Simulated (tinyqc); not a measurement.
Orbital energy against energy difference: ionisation energy by orbital energies and by energy differences in the cc-pvdz basis, for NH3, spin multiplicity 1. Computed by the program tinyqc with PySCF. 

Geometry (angstrom):
```
atom,x,y,z
N,0.0000,0.0000,0.2130
H,0.9460,0.0000,0.0000
H,-0.4730,0.8190,0.0000
H,-0.4730,-0.8190,0.0000
```

CCSD(T) difference in the same basis = 9.7584 eV

IP-EOM-CCSD = 9.6761 eV

The cation is unrestricted; errors are against CCSD(T) in this basis, not against experiment.

First vertical ionisation energy (eV):
```
method,-e(HOMO),E(cation) - E,error of -e(HOMO),error of the difference
HF,10.7339,8.628322,0.9755,-1.1301
LDA,4.8549,10.394404,-4.9035,0.6360
PBE,4.7769,10.089488,-4.9815,0.3311
B3LYP,6.2014,10.128740,-3.5570,0.3703
PBE0,6.5181,10.012018,-3.2403,0.2536
CAM-B3LYP,8.0314,10.131697,-1.7271,0.3733
LC-wPBE,9.5821,10.157291,-0.1764,0.3989
```

Koopmans errs by +0.98 eV and Delta-HF by -1.13 eV: relaxation, 2.11 eV, lowers the value and the missing correlation difference works against it. The PBE level is off by -5.0 eV through the wrong tail of its potential, though its energy difference is off by +0.33 eV; exact exchange deepens the level, and among the orbital energies LC-wPBE comes closest; among the differences PBE0 does.
